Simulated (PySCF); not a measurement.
Method: PySCF energies (xtb for GFN2) plus ideal-gas RRHO corrections (1 bar). 'Table' is the NASA 1993 thermochemical table (part measured, part estimated). All species are closed-shell singlets. The harmonic model lacks anharmonicity and excited electronic states, which grow with temperature; levels with a mode under 35 cm⁻¹ are left out. The table's entry may be an old estimate for AlCl3 (not checked at source).

Harmonic frequencies at GFN2-xTB (cm⁻¹): 115, 115, 216, 385, 613, 613. Point group D3h; S°(298 K) = 316.4 J/mol/K at this level.

Task: Work out Cp and S° of gaseous AlCl3 at 500, 800, 1200, 1600, 2000 K from these, and set them beside the table.

Result: 
```
T (K)  Cp GFN2-xTB  Cp table  S° GFN2-xTB  S° table
-----  -----------  --------  -----------  --------
500           78.2      78.3        355.4     353.5
800           81.1      81.1        392.9     391.0
1200          82.2      82.2        426.0     424.2
1600          82.6      82.6        449.7     447.9
2000          82.8      82.8        468.2     466.3
```
Units J/mol/K.
